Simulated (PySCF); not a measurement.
Deuteron quadrupole couplings in `[H]/N=C\C(=C)F`

Compound: C3H4FN.
Structure used (PBE0-D3(BJ)/def2-SVP), in Å, numbered top down from 1:
```xyz
9
C3H4FN angstrom
C     -1.287   -0.201   -0.388
C     -0.224    0.602   -0.339
F     -0.330    1.889   -0.677
C      1.155    0.248    0.064
N      1.603   -0.876    0.442
H     -2.260    0.177   -0.704
H     -1.196   -1.252   -0.112
H      1.851    1.101    0.015
H      0.863   -1.588    0.446
```

Level: PBE0/pcSseg-1 (PySCF, non-relativistic); Q(2H) = 0.00286 b; rigid geometry, the same for H and D, with no vibrational averaging.

**Question.** Rank these positions by the coupling χzz of a deuteron there, largest first.
A. H6 (vinylic hydrogen)
B. H8 (hydrogen on a C=N carbon)
C. H9 (N–H hydrogen)

**Answer.** C (245 kHz), A (209 kHz), B (187 kHz).

**Question.** What are Vzz, η and χzz (234.96 MHz × Q × Vzz) at all hydrogens?

**Answer.** 
```tsv
atom	bonded to	bond length (Å)	Vzz (au)	η	χzz (kHz)
H6	C1	1.091	0.3103	0.06	209
H7	C1	1.091	0.3107	0.09	209
H8	C4	1.103	0.2781	0.05	187
H9	N5	1.027	0.3651	0.01	245
```

**Question.** Average by the element that carries the hydrogen.

**Answer.** on C: 201 kHz over 3 positions, mean bond length 1.095 Å; on N: 245 kHz over 1 position, mean bond length 1.027 Å.

**Question.** A static deuteron (I = 1) shows a doublet split by (3/2)χ, (3/4)χ(1 + η) and (3/4)χ(1 − η) with the field along z, y and x of the gradient. What are these for H9?

**Answer.** With |χ| = 245.3 kHz and η = 0.014: 368, 187 and 181 kHz, to first order and without motion.

Isolated species at its PBE0-D3(BJ)/def2-SVP geometry (one conformer only). These gradients aren't converged with respect to the basis.
